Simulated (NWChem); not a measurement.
**HCl (hydrogen chloride): levels of theory compared**

Aim: a comparison of 6 runs (M06-2X/def2-TZVPPD, r2SCAN/def2-TZVPPD, MP2/6-31G*, MP3/def2-TZVPPD, CCSD(T)/STO-3G, CCSD(T)/def2-TZVPPD) of HCl (hydrogen chloride). 

The calculation is run with NWChem 7.3.0.

1 further run of the same task is left out (set aside as unsound or not needed).

### 1 The system as given

HCl has 2 atoms, charge 0, and is taken as a singlet. SMILES: `Cl`. Geometry: relaxed at PBE0-D4/def2-TZVP.

Bond lengths: Cl1–H2 1.279 Å.

### 2 Energy and forces at M06-2X/def2-TZVPPD (run 1)

Input file clh.xyz:

```xyz
2

Cl     0.546000    -0.178500     0.280800
H     -0.546000     0.178500    -0.280800
```

Input file clh.nw:

```
echo
START clh
memory total 2200 mb

GEOMETRY noautosym nocenter noautoz
  load clh.xyz
END

BASIS spherical bse
  * library def2-TZVPPD
END

DFT
  xc m06-2x
  grid xfine
  convergence energy 1e-08
  maxiter 100
  mulliken
  print low
END

TASK dft gradient
```

Command:

```sh
$ nwchem clh.nw > clh.out
```

Output:

```text
[...]
 d= 0,ls=0.0,diis     1   -460.7822508315 -4.68D+02  3.89D-03  4.96D-01     0.9
[...]
 d= 0,ls=0.0,diis     8   -460.8003008747 -4.54D-10  1.78D-07  1.05D-10     6.1
         Total DFT energy =     -460.800300874738
      One electron energy =     -650.037017809975
           Coulomb energy =      210.799098394707
    Exchange-Corr. energy =      -28.597158918790
 Nuclear repulsion energy =        7.034777459321
[...]
      Total Density - Mulliken Population Analysis
     ---------------------------------------------
    Atom       Charge   Shell Charges
 -----------   ------   -------------------------------------------------------
    1 Cl  17    17.23   2.01  0.43  1.53  1.12  0.84  0.03  4.20  1.66  1.15  2.74  1.45  0.03  0.00  0.01  0.02  0.01  0.00
    2 H    1     0.77   0.23  0.43  0.04  0.01  0.05  0.01  0.00
[...]
                         DFT ENERGY GRADIENTS
    atom               coordinates                        gradient
                 x          y          z           x          y          z
   1 Cl      1.031790  -0.337316   0.530635    0.001175  -0.000384   0.000604
   2 H      -1.031790   0.337316  -0.530635   -0.001175   0.000384  -0.000604
 Task  times  cpu:        8.4s     wall:        8.4s
 Total times  cpu:        8.4s     wall:        8.4s
```

Wall time 9.3 s (1 thread of AMD EPYC 7B13 (Zen 3), shared host); peak memory 0.12 GiB.

### 3 Energy and gradient at r2SCAN/def2-TZVPPD (run 2)

Input file clh.nw:

```
start clh
title "ClH"
memory stack 880 mb heap 220 mb global 1100 mb

geometry noautosym nocenter noautoz
 Cl     0.546000    -0.178500     0.280800
 H     -0.546000     0.178500    -0.280800
end

basis "ao basis" spherical bse
 Cl library def2-TZVPPD
 H library def2-TZVPPD
end

dft
 xc r2scan
 grid xfine
 convergence energy 1e-08
 maxiter 100
 mulliken
end

task dft gradient
```

Command:

```sh
$ nwchem clh.nw > clh.out
```

Output:

```text
[...]
          Wavefunction type:  closed shell.
          No. of atoms     :     2
          No. of electrons :    18
[...]
          Charge           :     0
          Spin multiplicity:     1
[...]
          AO basis - number of functions:    68
[...]
              XC Information
              --------------
                      r^2SCAN Method XC Functional
               r^2SCAN metaGGA Exchange Functional  1.000
                     r^2SCAN Correlation Potential  1.000
[...]
 d= 0,ls=0.0,diis     1   -460.7686415646 -4.68D+02  5.19D-03  4.91D-01     0.9
[...]
 d= 0,ls=0.0,diis     8   -460.7869189359 -6.65D-10  9.58D-08  5.06D-11     5.6
         Total DFT energy =     -460.786918935930
      One electron energy =     -649.969129138829
           Coulomb energy =      210.720286820390
    Exchange-Corr. energy =      -28.572854076812
 Nuclear repulsion energy =        7.034777459321
[...]
      Total Density - Mulliken Population Analysis
     ---------------------------------------------
    Atom       Charge   Shell Charges
 -----------   ------   -------------------------------------------------------
    1 Cl  17    17.25   2.01  0.44  1.52  1.12  0.86  0.03  4.19  1.67  1.12  2.81  1.41  0.04  0.00  0.01  0.02  0.00  0.00
    2 H    1     0.75   0.23  0.44  0.02  0.01  0.05 -0.00  0.00
[...]
  wavefunction    = closed shell
                         DFT ENERGY GRADIENTS
    atom               coordinates                        gradient
                 x          y          z           x          y          z
   1 Cl      1.031790  -0.337316   0.530635   -0.000159   0.000052  -0.000082
   2 H      -1.031790   0.337316  -0.530635    0.000159  -0.000052   0.000082
[...]
```

It took 8.7 s on 1 thread of AMD EPYC 7B13 (Zen 3), shared host; peak memory 0.12 GiB.

Runs 3 to 5 aren't shown in full; the table further down has their settings and results.

### 4 A single-point energy at CCSD(T)/def2-TZVPPD (run 6)

Input file clh.nw:

```
START clh
memory total 2200 mb
GEOMETRY units angstrom noautosym nocenter noautoz
Cl    0.546000   -0.178500    0.280800
H    -0.546000    0.178500   -0.280800
END
BASIS spherical bse
Cl library def2-TZVPPD
H library def2-TZVPPD
END
SCF
thresh 1e-08
maxiter 80
print low
END
CCSD
freeze core 5
maxiter 60
END
TASK ccsd(t) energy
```

Command:

```sh
$ nwchem clh.nw > clh.out
```

Output:

```text
[...]
  functions       =    68
[...]
  wavefunction    = RHF
[...]
         Total SCF energy =   -460.099919734431
      One-electron energy =   -649.780104696500
      Two-electron energy =    182.645407502747
 Nuclear repulsion energy =      7.034777459321
        Time for solution =      3.1s
[...]
 Total MP2 energy:           -460.304999646966223
[...]
             energy      energy      error      ampl     ampl      Block
                                                time     time      time
[...]
 Total CCSD energy:           -460.325467752912914
[...]
 Total CCSD+T(CCSD) energy:           -460.333838817925880
[...]
 Total CCSD(T) energy:                -460.333773025255937
[...]
```

It took 23 s on 1 thread of AMD EPYC 7B13 (Zen 3), shared host; peak memory 0.12 GiB.

### 5 Overview of the runs

| run | level | integration grid | iteration cap | energy (Eh) | wall time |
| --- | --- | --- | --- | --- | --- |
| 1 | M06-2X/def2-TZVPPD | xfine | 100 | -460.800301 | 9.3 s |
| 2 | r2SCAN/def2-TZVPPD | xfine | 100 | -460.786919 | 8.7 s |
| 3 | MP2/6-31G* (spherical functions) | – | 80 | -460.188939 | 3.3 s |
| 4 | MP3/def2-TZVPPD | – | 80 | -460.325794 | 12 s |
| 5 | CCSD(T)/STO-3G | – | 80 | -455.154228 | 0.67 s |
| 6 | CCSD(T)/def2-TZVPPD | – | 80 | -460.333773 | 23 s |

### 6 Results

| quantity | value |
| --- | --- |
| run 6: total energy | -460.33377 Eh |
| run 6: correlation energy (5 core orbitals frozen) | -233.9 mEh |
| run 6: (T) correction | -8.31 mEh |

In words: Totals of different functionals can't be ranked against each other. In run 5 the basis is minimal, so the values are rough. All runs together took 57 s, the longest 23 s.
